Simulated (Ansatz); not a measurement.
Born–Oppenheimer molecular dynamics of H5Si (6 atoms, charge 0, multiplicity 2). It starts at the highest image of a converged band, a first-order saddle point between two minima.

Theory: UKS PBE-D4/def2-SVP (Ansatz).

```json
{
  "ensemble": "NVE (velocity Verlet)",
  "time step": "0.5 fs",
  "steps asked": "200",
  "starting velocities drawn for": "100 K",
  "seed": "5138"
}
```

First frame:

```xyz
6
Properties=species:S:1:pos:R:3
Si 0.000 0.000 -0.040
H 0.000 0.000 1.494
H 1.420 0.000 -0.532
H -0.710 1.230 -0.533
H -0.710 -1.230 -0.533
H 0.000 0.000 3.065
```

Question: What does the run give?

Answer: The run went to its last step.

```
steps done                                               : 200
time covered                                             : 100 fs
mean temperature over the second half                    : 139 K
spread of the potential energy over the second half      : 0.8 meV per atom
mean potential energy of the second half above the start : -3.3 meV per atom
```

The conserved energy stayed within 0.007 meV per atom of its start (net change 0.0035 meV per atom), so the integration is sound. The system heated up, since it started high on the potential surface and ran downhill. A run of 0.1 ps of so small a system gives no equilibrium averages.

Question: What happens to the structure?

Answer: The step under study would form H2–H6 and break Si1–H2. These pairs go: H2–H6 1.57 → 4.31 Å, Si1–H2 1.53 → 1.51 Å. In the last frame they stand as before the step (other bonds may differ from the relaxed reactants and products). It ends as H + H4Si. Pairs count as bonded within 1.25 times the sum of covalent radii (0.12 Å more for H–H). This is one draw of velocities; another would differ in detail.

Question: How do temperature and energy run in time?

Answer: 
```csv
time (fs),T (K),potential energy less start (eV),conserved less start (meV/atom)
0.0,100,0.000,0.00
3.0,89,0.006,0.00
6.0,68,0.017,0.00
9.0,54,0.024,0.01
12.0,57,0.022,0.01
15.0,72,0.014,0.00
18.0,81,0.010,0.00
21.0,75,0.013,0.00
24.0,55,0.023,0.00
27.0,42,0.030,0.01
30.0,48,0.027,0.01
33.0,71,0.015,0.00
36.0,95,0.002,0.00
39.0,105,-0.003,0.00
42.0,101,-0.001,0.00
45.0,98,0.001,0.01
48.0,103,-0.001,0.01
51.0,123,-0.012,0.00
54.0,144,-0.023,0.00
57.0,153,-0.027,0.00
60.0,149,-0.025,0.00
63.0,135,-0.018,0.01
66.0,128,-0.014,0.01
69.0,135,-0.018,0.00
72.0,146,-0.024,0.00
75.0,154,-0.028,0.00
78.0,150,-0.026,0.00
81.0,137,-0.019,0.00
84.0,127,-0.014,0.00
87.0,125,-0.013,0.01
90.0,133,-0.017,0.00
93.0,141,-0.021,0.00
96.0,141,-0.021,0.00
99.0,134,-0.018,0.00
```

Run time: 2.6 min on 1 thread of Arm Neoverse V2, on a shared host, peak memory 0.095 GiB.
